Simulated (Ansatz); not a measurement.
Input and output for C₂H₆O₃, SMILES `COC(O)O`.

```yaml
crystal:
  periodic: [false, false, false]
  atoms:
    - {symbol: C, position_ang: [-1.285540, 0.254290, 0.744421]}
    - {symbol: O, position_ang: [-0.572814, 0.253857, -0.459512]}
    - {symbol: C, position_ang: [0.743076, -0.383603, -0.321304]}
    - {symbol: O, position_ang: [1.582788, 0.298293, 0.528374]}
    - {symbol: O, position_ang: [1.194497, -0.455674, -1.555455]}
    - {symbol: H, position_ang: [-0.815040, 0.785034, 1.537274]}
    - {symbol: H, position_ang: [-1.510156, -0.773106, 1.073829]}
    - {symbol: H, position_ang: [-2.177162, 0.651298, 0.532279]}
    - {symbol: H, position_ang: [0.620200, -1.374558, 0.107561]}
    - {symbol: H, position_ang: [1.857285, 1.111613, -0.044906]}
    - {symbol: H, position_ang: [0.494574, -0.572727, -2.174498]}
basis:
  gaussian: {orbitals: x2c-TZVPPall}
hamiltonian: {xc: {name: r2SCAN0}, dispersion: d4}
```

```sh
$ ansatz run in.yaml --threads 4 --pin off --events-out ev --progress --plain --max-ram 10444MiB
```

Shortened log:

```
Functional definition: r2SCAN0
1167 factors; their error is unknown
mean field evaluation 1: about -8308.5292 eV, gradient 6.4e1 eV
mean field evaluation 2: about -8306.7951 eV, gradient 7.2e1 eV
mean field evaluation 4: about -8315.4806 eV, gradient 2.4e0 eV
mean field evaluation 8: about -8315.4906 eV, gradient 4.2e-2 eV
mean field evaluation 16: about -8315.4969 eV, gradient 9.9e-5 eV
mean field -8315.49685464 eV, -305.5888729618 hartree, gradient 1.8e-5 eV, S^2 0.000000; 0 other end points of the search recorded, 0 dependent functions left out
reference -8315.49686302 eV, -305.5888732696 hartree; 21, 21 occupied and 218, 218 virtual orbitals, 1167 factors
Total energy: -8315.54451338 eV, -305.5906243881 hartree
Relativity: scalar
```

Hardware: 4 threads of an Arm Neoverse V1 on a shared host. Wall time 3.7 s, peak host memory 0.43 GiB.
